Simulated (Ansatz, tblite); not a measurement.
Removing an electron: the cluster B3⁻ (the lowest singlet isomer of a short search). Total charge -1; singlet. Geometry: PBE-D4/def2-TZVPD. Ansatz, gas phase; energy differences of separate SCF runs; the oxidised species was run as a doublet alone.

```xyz
3

B     0.502   -0.704    0.231
B    -0.153    0.654    0.591
B    -0.349    0.050   -0.822
```

The xTB rows come from tblite. The structure comes from a short search, and lower isomers may exist.

```csv
level,−HOMO (eV),vertical IE (eV),−LUMO (eV),HOMO–LUMO gap (eV),remarks
GFN1-xTB,0.93,4.47,0.81,0.12,–
GFN2-xTB,-4.96,0.52,-5.69,0.73,–
PBE-D4/def2-TZVPD,-0.03,2.63,-2.13,2.11,HOMO above zero (-1 singlet)
```

Question: Estimate the rows for r2SCAN-D4/def2-TZVPD, PBE0-D4/def2-TZVPD.

Answer: 
```
               level  −HOMO (eV)  vertical IE (eV)  −LUMO (eV)  HOMO–LUMO gap (eV)                                  remarks
r2SCAN-D4/def2-TZVPD        0.12              2.51       -2.22                2.34  spin-contaminated (⟨S²⟩ 0.88) (doublet)
  PBE0-D4/def2-TZVPD        0.86              2.56       -2.87                3.72  spin-contaminated (⟨S²⟩ 0.86) (doublet)
```

Run but left out: HF/def2-TZVPPD (singlet: restricted singlet, unstable towards broken spin symmetry); MP2/def2-TZVPPD, CCSD/def2-TZVPPD, CCSD(T)/def2-TZVPPD (neutral doublet: ⟨S²⟩ 1.53, where a pure state has 0.75).  A HOMO above zero means that the electron is unbound at that level or that self-interaction error raises the level; the energy of removing that electron tells which. Raw xTB energy differences between charge states are shifted by several eV; the methods need an empirical correction for them.
